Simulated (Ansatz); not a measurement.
A nudged elastic band was laid between two geometries of ClH + FH3Si (7 atoms, charge 0, multiplicity 1).

Level of theory: RKS B3LYP/def2-SVP (Ansatz 0.2.0).

```
movable images  : 7
climbing image  : yes
spring          : 5.0 eV/Å²
optimiser       : quadratic models (default)
start path      : through a guess of the saddle point
force threshold : 0.03 eV/Å
iteration limit : 60
end points      : relaxed
```

Initial state:

```xyz
7
Properties=species:S:1:pos:R:3
Si 0.397 0.130 -0.048
H 0.857 0.602 1.282
H 1.541 -0.361 -0.858
H -0.351 1.185 -0.775
F -0.614 -1.147 0.185
Cl -2.930 0.174 1.907
H -2.219 -0.690 1.253
```

Final state:

```xyz
7
Properties=species:S:1:pos:R:3
Si -0.423 -0.437 -0.767
H -0.150 1.375 3.496
H 0.887 -0.969 -0.330
H -0.399 1.008 -1.083
F -0.879 -1.241 -2.097
Cl -1.818 -0.779 0.716
H -0.539 0.936 3.011
```

Task: Which bonds break or form, and what moves?

Result: Bonds broken: Si1–H2, Cl6–H7. Bonds formed: Si1–Cl6, H2–H7. ClH + FH3Si becomes ClFH2Si + H2.

Task: What energy profile does the band end with?

Result: It converged. The highest image is number 4 of 0 to 8, 1.79 eV above the first end and 2.38 eV above the last; the last end lies 0.59 eV below the first. Neighbouring images differ by up to 1.7 eV, so the band resolves the path poorly. A vibrational analysis at the climbing image gives one clearly imaginary mode, 1018i cm⁻¹: a first-order saddle point. The orbitals stay closed-shell, which can raise the energy where a bond breaks towards radicals; this wasn't checked here.

```json
{"image": "0", "path coordinate (Å)": "0.00", "energy (eV)": "0.00", "Si1–H2 (Å)": "1.48", "Cl6–H7 (Å)": "1.30", "Si1–Cl6 (Å)": "3.86"}
{"image": "1", "path coordinate (Å)": "0.89", "energy (eV)": "0.09", "Si1–H2 (Å)": "1.49", "Cl6–H7 (Å)": "1.29", "Si1–Cl6 (Å)": "3.79"}
{"image": "2", "path coordinate (Å)": "1.77", "energy (eV)": "0.17", "Si1–H2 (Å)": "1.49", "Cl6–H7 (Å)": "1.29", "Si1–Cl6 (Å)": "3.72"}
{"image": "3", "path coordinate (Å)": "2.66", "energy (eV)": "0.54", "Si1–H2 (Å)": "1.51", "Cl6–H7 (Å)": "1.31", "Si1–Cl6 (Å)": "3.18"}
{"image": "4", "path coordinate (Å)": "3.55", "energy (eV)": "1.79", "Si1–H2 (Å)": "1.68", "Cl6–H7 (Å)": "1.57", "Si1–Cl6 (Å)": "2.55"}
{"image": "5", "path coordinate (Å)": "4.57", "energy (eV)": "0.04", "Si1–H2 (Å)": "2.30", "Cl6–H7 (Å)": "2.19", "Si1–Cl6 (Å)": "2.12"}
{"image": "6", "path coordinate (Å)": "5.60", "energy (eV)": "-0.56", "Si1–H2 (Å)": "3.13", "Cl6–H7 (Å)": "2.87", "Si1–Cl6 (Å)": "2.07"}
{"image": "7", "path coordinate (Å)": "6.62", "energy (eV)": "-0.59", "Si1–H2 (Å)": "4.01", "Cl6–H7 (Å)": "3.12", "Si1–Cl6 (Å)": "2.06"}
{"image": "8", "path coordinate (Å)": "7.65", "energy (eV)": "-0.59", "Si1–H2 (Å)": "4.64", "Cl6–H7 (Å)": "3.14", "Si1–Cl6 (Å)": "2.06"}
```

Task: What is the geometry of the highest image?

Result: 
```xyz
7
Properties=species:S:1:pos:R:3:forces:R:3
Si -0.196 -0.095 -0.046 -0.01 0.01 -0.01
H 0.101 0.614 1.447 0.01 0.00 0.00
H 1.240 -0.480 -0.037 0.00 0.00 0.01
H -0.565 1.154 -0.736 0.00 0.00 -0.01
F -0.820 -1.377 -0.823 0.00 0.00 0.00
Cl -2.246 -0.289 1.456 0.01 0.01 0.01
H -0.833 0.366 1.685 -0.02 -0.01 0.00
```

Time of the run: 5.5 min on 1 thread of Arm Neoverse V2, on a shared host, peak memory 0.13 GiB.
